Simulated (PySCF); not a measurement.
# Gas-phase XPS of `P[BH2-][PH3+]`, computed

Species: BH₇P₂.
Z-matrix (Å and degrees, PBE0-D3(BJ)/def2-SVP geometry), rows numbered from 1:
```
P 
B   1  1.9809
P   2  1.9278  1  105.40
H   1  1.4264  2   95.68  3   172.79
H   1  1.4299  2   98.76  3   -92.45
H   2  1.2184  1  118.67  3   116.98
H   2  1.2216  1  110.21  3  -109.13
H   3  1.4170  2  117.99  1  -177.97
H   3  1.4171  2  117.90  1    61.61
H   3  1.4155  2  116.53  1   -57.57
```

Computed with delta-SCF UKS SCAN, pcX-2 on the ionised atom, pcseg-1 elsewhere, spin-free X2C in PySCF 2.14.0. Vertical ΔSCF values, vacuum level as zero.

Q: Give the core binding energies atom by atom.

A: 
| atom(s) | environment | level | binding energy (eV) | 2p1/2 (eV) | above the level's lowest (eV) | count |
| --- | --- | --- | --- | --- | --- | --- |
| P3 | phosphorus bonded to B and 3 H | P 1s | 2152.02 | – | +3.12 | 1 |
| P1 | three-coordinate phosphorus | P 1s | 2148.90 | – | 0.00 | 1 |
| B2 | four-coordinate boron | B 1s | 194.11 | – | 0.00 | 1 |
| P3 | phosphorus bonded to B and 3 H | P 2p3/2 | 138.39 | 139.29 | +3.05 | 1 |
| P1 | three-coordinate phosphorus | P 2p3/2 | 135.34 | 136.24 | 0.00 | 1 |

The listed P 1s values span 3.12 eV, from P1 (bonded to 2 H and B) to P3 (bonded to 3 H and B). Summing the Pauling electronegativity differences to the bonded atoms, each weighted by its formal bond order, gives -0.13 for the lowest site and -0.12 for the highest.

The listed P 2p3/2 values span 3.05 eV, from P1 (bonded to 2 H and B) to P3 (bonded to 3 H and B).

Q: Which photon energy gives electrons from B 1s of B2 a kinetic energy of 100 eV, and what is their de Broglie wavelength?

A: hν = 194.11 + 100 = 294.11 eV, recoil neglected; λ = 12.264 Å/√(E/eV) = 1.23 Å.

Q: Express the binding energy of B 1s of B2 in atomic units and per mole.

A: 194.11 eV = 7.1334 Eh = 18729 kJ/mol.

Spin–orbit and ligand-field terms were added within each 2p shell after the spin-free SCF. 2p1/2 minus 2p3/2 (ligand field included): P 0.89 eV. Geometry: PBE0-D3(BJ)/def2-SVP, one conformer, isolated molecule.
